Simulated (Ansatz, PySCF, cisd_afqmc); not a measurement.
System: C$_{2}$H$_{3}$O, charge 0, doublet. C2H3O (SMILES C[C]=O, doublet).
B3LYP-D3(BJ)/def2-TZVP minimum from Ansatz (a first-principles code):
```
C
H 1 1.0907
H 1 1.0907 2 107.26
H 1 1.0931 2 110.55 3 120.60
C 1 1.5066 2 108.57 3 -117.14
O 5 1.1781 1 128.79 2 -121.85
```
Charge 0, spin multiplicity 2.

Atomisation energy term by term, kcal/mol (programs: Ansatz, cisd_afqmc). UHF or UKS for unpaired electrons; spin-orbit terms are left out. Correlated methods leave the cores frozen. Rows without X2C or -DK are non-relativistic. The Monte Carlo rows (phaseless AFQMC, CISD trial, step 0.005/hartree) carry one-sigma bars that omit the constraint's bias. Outlying blocks are dropped, and bars are widened where a walk drifts. Over all cases where full CI ran beside it in this data, AFQMC minus full CI had a median of +0.1 mEh and passed +0.4 mEh in a tenth of the cases. CBS(X,Y): correlation extrapolated as X^-3, Hartree-Fock from the larger set. A bracket is a step between two methods taken in the basis named. 'core' is core correlation in cc-pwCVTZ, 'X2C' scalar relativity in cc-pVTZ-DK, both at CCSD(T). For partners of very few electrons the exact lower level stands in for a higher one.

```tsv
term	basis	kcal/mol
Hartree-Fock	cc-pVQZ	416.60
CCSD correlation	CBS(cc-pVTZ,cc-pVQZ)	151.49
(T)	CBS(cc-pVTZ,cc-pVQZ)	11.87
CCSDT(Q) - CCSD(T)	cc-pVDZ	0.88
core correlation	cc-pwCVTZ	2.37
scalar relativity	X2C, cc-pVTZ-DK	-0.47
minus zero-point energy	Hessian by PySCF at B3LYP-D3(BJ)/def2-TZVP	-27.01
sum: D0		555.7
```

The step beyond CCSD(T) by other levels: AFQMC/CISD in cc-pVDZ 0.82 ± 0.25; AFQMC/CISD in cc-pVTZ 0.67 ± 0.25 kcal/mol.
